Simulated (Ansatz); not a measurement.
## Ansatz (development build ahead of 0.2.0) run

```yaml
crystal:
  periodic: [false, false, false]
  atoms:
    - { symbol: S, position_ang: [-0.40234, -0.92069, 0.97161] }
    - { symbol: O, position_ang: [0.00209, -3.54446, 2.52691] }
    - { symbol: O, position_ang: [1.9016, 1.11322, 0.82418] }
basis:
  gaussian: { orbitals: STO-3G }
hamiltonian:
  xc: hf
correlation:
  method: fci
  frozen_orbitals: { O: 1, S: 5 }
```

The input is written out in the form of the current development build from the run's settings.

Results

* Converged: yes
* Reference energy: -540.36203 hartree
* Correlation energy: -0.37718 hartree
* Total energy: -540.73921 hartree
* State: lowest singlet root, of any spatial symmetry
